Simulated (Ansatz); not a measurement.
# BSiNH (quartet): wave-function methods side by side, cc-pVDZ

Aim: climb from Hartree-Fock through coupled cluster for BSiNH (quartet) at one geometry and basis, and see what each rung misses.

The runs use Ansatz 0.2.0, Gaussian basis; cc-pVDZ, core rule «outside noble gas», up to 7 orbitals frozen.

Plan: UHF; CCSD(T) on ROHF; CCSD(T) on UHF; BCCD(T) on ROHF; CISD; CCSDT(Q) on ROHF; CCSDT(Q) on UHF.

17 further runs of the same task are left out: 5 that didn't finish, 12 set aside as unsound or not needed.

**1. The geometry**

The geometry is a PBE0/def2-TZVP stationary point (not a proven minimum) of the parent state, kept for this charge and spin.

4 atoms, charge 0, spin multiplicity 4.

Atoms are counted from 1 here; the program's logs count them from 0.

Bond lengths: B1–N2 1.375 Å, B1–Si3 1.996 Å, N2–Si3 1.766 Å, N2–H4 1.011 Å. Angles: N2–B1–Si3 59.8°, B1–N2–Si3 77.8°, B1–N2–H4 141.7°, Si3–N2–H4 140.4°, B1–Si3–N2 42.3°.

**2. UHF**

The input, in.yaml:

```yaml
crystal:
  periodic: [false, false, false]
  atoms:
    - {symbol: B, position_ang: [0.000000, -0.897712, 0.910090]}
    - {symbol: N, position_ang: [0.000000, 0.476424, 0.875935]}
    - {symbol: Si, position_ang: [0.000000, 0.061811, -0.840355]}
    - {symbol: H, position_ang: [0.000000, 1.285841, 1.482090]}
basis:
  gaussian: {orbitals: cc-pVDZ}
magnetization: {spin_polarized: true, initial_magnetization: 3}
hamiltonian: {xc: hf}
output: {orbitals: {seedname: orbitals}}
```

Command:

```console
ansatz run in.yaml --threads 1 --pin off --events-out ev --progress --plain --max-ram 2393MiB
```

After this run come: CCSD(T) on ROHF; CCSD(T) on UHF; BCCD(T) on ROHF; CISD; CCSDT(Q) on ROHF; CCSDT(Q) on UHF.

**Question.** What will the summary of the whole plan be? Wanted: UCCSDT(Q) below the RHF energy; RMP2 from UCCSDT(Q); UMP2 from UCCSDT(Q); RCCSD from UCCSDT(Q); RCCSD(T) from UCCSDT(Q); UCCSD(T) from UCCSDT(Q); RCCSDT(Q) from UCCSDT(Q); T1 diagnostic.

The runs gave:

```
                         quantity                      value
   UCCSDT(Q) below the RHF energy                 -9.1055 eV
              RMP2 from UCCSDT(Q)                +1123.4 meV
              UMP2 from UCCSDT(Q)                +1203.4 meV
             RCCSD from UCCSDT(Q)                 +467.2 meV
          RCCSD(T) from UCCSDT(Q)                  +74.6 meV
          UCCSD(T) from UCCSDT(Q)                  +80.0 meV
         RCCSDT(Q) from UCCSDT(Q)                   +6.1 meV
levels within 1 kcal/mol (43 meV)  RCCSDT, UCCSDT, RCCSDT(Q)
                    T1 diagnostic                      0.035
```

RCCSD(T) misses by +74.6 meV, 0.8 % of the correlation energy. These misses are within one basis, not against nature; the frozen cores of restricted and unrestricted runs differ, which can shift their rows.
